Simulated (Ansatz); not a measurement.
We consider CsCl-type TlBr, described by HSE06 in Ansatz (plane waves, PAW).

Numerical settings: plane-wave cutoff 460 eV, 6×6×6 k mesh, Fermi–Dirac smearing 0.01 eV, scalar-relativistic PAW data made under PBE.

The cell is scaled about its equilibrium volume:

```tsv
V (Å³/atom)	P (GPa)	direct gap at Γ (eV)	smallest gap on the k mesh (eV)
31.205	1.19	9.449	2.512
32.026	0.55	9.402	2.595
32.621	0.14	9.368	2.652
33.669	-0.47	9.310	2.744
34.490	-0.88	9.182	2.811
```

The fundamental gap (2.67 eV at the equilibrium volume, on the SCF mesh) lies elsewhere than Γ–Γ.

Measured, for comparison: band gap 2.68 eV (temperature not stated, no zero-point or thermal correction, detector crystals, literature values; as tabulated in Piasecki et al. (2022), doi:10.1039/d1ma01259b).

Spin–orbit coupling is not included; with these elements it can move the gap by several tenths of an eV or more.

Ansatz is an electronic-structure program.
